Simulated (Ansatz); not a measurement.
in.yaml

```yaml
crystal:
  periodic: [false, false, false]
  atoms:
    - {symbol: B, position_ang: [0.000000, 0.000000, 0.000000]}
    - {symbol: C, position_ang: [0.000000, 0.000000, 1.376000]}
basis:
  gaussian: {orbitals: def2-SVPD}
total_charge: 1
correlation: {active_space: {window: {electrons: 2, orbitals: 3}, states: [{multiplicity: 1, weights: [1, 1, 1]}], root: 1}}
scf: {lower_state_search: off}
```

```sh
$ ansatz run in.yaml --threads 1 --pin off --events-out ev --progress --plain --max-ram 2393MiB
```

The program prints:

```
these checks for a lower state are left out or cut short: stability, starts, cluster_reference, orbital_swaps, neighbouring_geometries, increment
688 factors; integrals over basis functions are off by at most 8.0e-8 eV
mean field evaluation 1: about -1678.7790 eV, gradient 2.3e1 eV
mean field evaluation 2: about -1678.7800 eV, gradient 2.3e1 eV
mean field evaluation 4: about -1680.6916 eV, gradient 1.7e0 eV
mean field evaluation 8: about -1680.7686 eV, gradient 2.9e-1 eV
mean field -1680.77117851 eV, -61.7672015427 hartree, gradient 9.0e-6 eV, S^2 0.000000; 0 other end points of the search recorded, 0 dependent functions left out
reference -1680.77117851 eV, -61.7672015427 hartree; 5, 5 occupied and 35, 35 virtual orbitals, 688 factors
state -1681.80352205 eV, -61.8051394681 hartree
state -1681.16495183 eV, -61.7816724453 hartree
state -1681.08165427 eV, -61.7786113163 hartree
Total energy: -1681.16495183 eV, -61.7816724453 hartree
Checks for a lower state left out: stability, starts, cluster_reference, orbital_swaps, neighbouring_geometries, increment
```

Natural occupations, averaged over the states: 0.8383 0.8237 0.3380.

Ran on 1 thread of Arm Neoverse V2, shared host: 0.24 s wall, 0.07 GiB peak host memory.
